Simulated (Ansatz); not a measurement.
Cost and result for the atomization energy of C$_{5}$H$_{7}$F, SMILES `FC1C=CCC1` (13 atoms, 13 bonds).

```xyz
13

F    -2.316    0.087   -0.511
C    -0.944    0.115   -0.761
C    -0.299    1.309   -0.138
C     0.763    0.969    0.583
C     1.013   -0.508    0.572
C    -0.246   -1.076   -0.101
H    -0.849    0.119   -1.853
H    -0.662    2.315   -0.307
H     1.408    1.668    1.102
H     1.182   -0.911    1.574
H     1.916   -0.737   -0.007
H    -0.031   -1.881   -0.804
H    -0.934   -1.469    0.651
```

The species carries charge 0 and has multiplicity 1. The geometry is a stationary point of PBE0-D4/def2-TZVP. Program: Ansatz. All runs use 4 threads of an Arm Neoverse V2 on a shared host. Times are those of one run each, without the atoms' runs, and a repeat can differ threefold. Electronic energies, without spin–orbit coupling; frozen cores. CCSD(T)/CBS adds CCSD(T) − MP2 in def2-TZVPP to the MP2 limit, and its time is that of the two runs behind it. T1 = 0.011. B3LYP takes the VWN-RPA correlation (the form of Gaussian; ORCA's B3LYP/G).

CCSD(T)/CBS is a level of theory with its own doubt, some kJ/mol a heavy atom from the limit and from the frozen cores, so smaller differences don't rank the functionals.

```
                             level  functions  wall time  atomization (kcal/mol)  difference from CCSD(T)/CBS  per bond
   PBE-D4/def2-TZVPP (with forces)        284        3 s                  1371.3                         41.2       3.2
                PBE0-D4/def2-TZVPP        284      3.2 s                  1347.9                         17.8       1.4
 B3LYP-D4/def2-TZVPP (with forces)        284      5.5 s                  1331.0                          0.9       0.1
r2SCAN-D4/def2-TZVPP (with forces)        284        6 s                  1337.2                          7.1       0.5
                 B2PLYP/def2-TZVPP        284        7 s                  1319.7                        -10.4      -0.8
                ωB97X-V/def2-TZVPP        284      7.5 s                  1334.3                          4.2       0.3
  ωB97M-V/def2-TZVPP (with forces)        284       12 s                  1336.1                          6.0       0.5
                    MP2/def2-QZVPP        552       34 s                  1344.4                         14.3       1.1
                CCSD(T)/def2-TZVPP        284    5.4 min                  1300.2                        -29.9      -2.3
                 CCSD(T)/CBS(def2)          –      6 min                  1330.1                          0.0       0.0
```

From PBE to PBE0 (25 % exact exchange), in def2-TZVPP and without D4, the atomization energy moves by −22.3 kcal/mol: exact exchange takes away binding that semilocal exchange gives to molecules. In def2-TZVPP, CCSD(T) changes the Hartree–Fock value by +311.1 kcal/mol (the triples alone add +20.3 kcal/mol) and MP2 by +337.8 kcal/mol; breaking electron pairs costs correlation energy, which Hartree–Fock lacks. The D4 term adds +9.9 kcal/mol with B3LYP and +5.2 kcal/mol with PBE0; it sums over pairs of atoms, weighted by their polarisabilities, and B3LYP, whose exchange is more repulsive, gets the larger term.
